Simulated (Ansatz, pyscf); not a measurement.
H₃C–F (SMILES CF) + BH₃ (SMILES B) → H₂B–CH₃ (SMILES BC) + HF (SMILES F), a multi-bond step on the singlet surface: C–F, C–H, B–H broken, B–C, C–H, F–H formed. Structures and frequencies: ωB97X-D3(BJ)/def2-SVP in PySCF. Wave-function energies: Ansatz (a quantum-chemistry and plane-wave program), frozen core, RHF or UHF references. In kcal/mol, from the separated reactants.

```json
[
 {"level": "PBE0-D3(BJ)/def2-TZVP", "barrier": "38.28", "reaction energy": "-24.91"},
 {"level": "PBE/def2-TZVP", "barrier": "29.67", "reaction energy": "-24.26"},
 {"level": "CCSD(T)/cc-pV(D+d)Z", "barrier": "48.97", "reaction energy": "-22.92"},
 {"level": "CCSDT(Q)/cc-pV(D+d)Z", "barrier": "…", "reaction energy": "…"},
 {"level": "CCSD(T)/cc-pV(T+d)Z", "barrier": "47.43", "reaction energy": "-24.84"},
 {"level": "CCSD(T)/cc-pV(Q+d)Z", "barrier": "…", "reaction energy": "-25.64"}
]
```

Question: What belongs in the gaps?

Answer: 
- CCSDT(Q)/cc-pV(D+d)Z, barrier: 48.37
- CCSDT(Q)/cc-pV(D+d)Z, reaction energy: -22.96
- CCSD(T)/cc-pV(Q+d)Z, barrier: 46.81

In cc-pV(D+d)Z, going from CCSD(T) to CCSDT(Q) shifts the barrier by -0.61 and the reaction energy by -0.04 kcal/mol. With HF in the quadruple-zeta basis and the correlation energy extrapolated as X⁻³ from X = 3, 4, CCSD(T) gives 46.24 and -26.02; adding the double-zeta shift gives ΔE‡ = 45.63 and ΔE = -26.06 kcal/mol, without core correlation, relativity or geometry relaxation at these levels. The same reactants have a lower exit, to H₂B–F + CH₄ (barrier +38.07 kcal/mol at ωB97M-D3(BJ)/def2-TZVP, against +44.68 kcal/mol here). One saddle was located; it need not be the lowest between these sides.
